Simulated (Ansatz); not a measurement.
**NaC (sextet): the correlation ladder, def2-TZVPP**

The task here is to estimate one member of a computed series from the others.

Computed with Ansatz 0.2.0, Gaussian basis. Level: def2-TZVPP, core rule «outside noble gas», up to 6 orbitals frozen.

To be run: UHF; ROHF; CCSD(T) on UHF.

### What is computed

The geometry is a PBE0/def2-TZVP stationary point (not a proven minimum) of the parent state, kept for this charge and spin.

2 atoms, charge 0, spin multiplicity 6.

Atoms are counted from 1 here; the program's logs count them from 0.

Bond lengths: C1–Na2 2.229 Å.

The first run:

in.yaml reads:

```yaml
crystal:
  periodic: [false, false, false]
  atoms:
    - {symbol: C, position_ang: [0.000000, 0.000000, 0.000000]}
    - {symbol: Na, position_ang: [0.000000, 0.000000, 2.228800]}
basis:
  gaussian: {orbitals: def2-TZVPP}
magnetization: {spin_polarized: true, initial_magnetization: 5}
hamiltonian: {xc: hf}
output: {orbitals: {seedname: orbitals}}
```

Started as:

```console
$ ansatz run in.yaml --threads 1 --pin off --events-out ev --progress --plain --max-ram 2816MiB --backend cpu
```

Steps of the session up to this table: UHF; ROHF; CCSD(T) on UHF.

One table of the session follows, with a row left open; its other results are not shown here.

| method | from UCCSD(T) (meV) |
| --- | --- |
| ROHF | +957.5 |
| UHF | +955.2 |
| UMP2 | +206.9 |
| UCCSD | ? |
| UCCSD(T) | 0 |

Q: Estimate the row for UCCSD from the others.

The run gave: from UCCSD(T) (meV): +9.4. In the column «from UCCSD(T) (meV)» it lies between UCCSD(T) (0) and UMP2 (+206.9).
